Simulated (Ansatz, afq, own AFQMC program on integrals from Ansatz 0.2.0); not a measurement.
# Ge2H4, singlet in 6-31G along one coordinate

```xyz
6

Ge   -0.0485    0.0000    1.1324
Ge    0.0485    0.0000   -1.1324
H     0.4756   -1.2575    1.8492
H     0.4756    1.2575    1.8492
H    -0.4756   -1.2575   -1.8492
H    -0.4756    1.2575   -1.8492
```

One side is turned about Ge1–Ge2. Energies in kcal/mol count from this geometry (0.000 °) at the same level; the start stands on RHF, each point on the determinant named.

Basis 6-31G. Noble-gas cores (and the filled d shells of Ga–Kr and In–Xe) are frozen. Ansatz 0.2.0 and our own AFQMC program on the same integrals; the CISD trial comes from CCSD amplitudes, and released means the phaseless constraint is let go. ± is one standard error of the sampling. No spin–orbit coupling.

Cautions, each for one point or more: higher spins were not checked; inner d shell frozen; no relativity below Rb; no spin-orbit coupling; restricted determinant unstable towards unrestricted; strong correlation; the ph-AFQMC/CISD walk drifts between its halves.

| twist about Ge1–Ge2 / ° | det. | T1 | weight | PBE0 | B3LYP | CCSD(T) |
| --- | --- | --- | --- | --- | --- | --- |
| 12.000 | RHF | 0.018 | 0.85 | 0.8 | 0.7 | 0.7 |
| 45.500 | RHF | 0.020 | 0.83 | 10.2§ | 10.4 | 9.6 |
| 120.000 | RHF¶ | 0.018 | 0.73 | 22.4§ | 26.0§ | 25.2 |
| 180.000 | RHF | 0.013 | 0.83 | 13.8§ | 15.8§ | 13.0 |

**Question.** Estimate the curve of phaseless AFQMC with a CISD trial, counted from the same start.

**Answer.** 
```tsv
twist about Ge1–Ge2 / °	det.	T1	weight	ph-AFQMC/CISD
12.000	RHF	0.018	0.85	1.7 ± 0.3
45.500	RHF	0.020	0.83	9.8 ± 0.4
120.000	RHF¶	0.018	0.73	25.6 ± 0.6
180.000	RHF	0.013	0.83	14.0 ± 0.4
```

Weight is that of the determinant in the CISD state; at the start T1 is 0.018 and the weight 0.85. ¶ marks points with a poor determinant and no full CI, where no value is sure; they don't count among the departures. Symmetry can't show for every point that it stays on the start's state. § marks a functional whose ⟨S²⟩ is too high by over 0.1. Largest departures from phaseless AFQMC with a CISD trial: CCSD(T) -1.0 kcal/mol at 180.000 (on RHF). The walk's constraint bias lies outside its error bars, so these are departures and not errors. The functionals aren't scored here. In this small basis the wave-function levels are far from their limit, so their gap to the functionals isn't the functionals' error.

A walk keeps the symmetry of its determinant, which the program's search chose and which needn't be the lowest solution, so a lower state of the same spin and another symmetry isn't excluded.
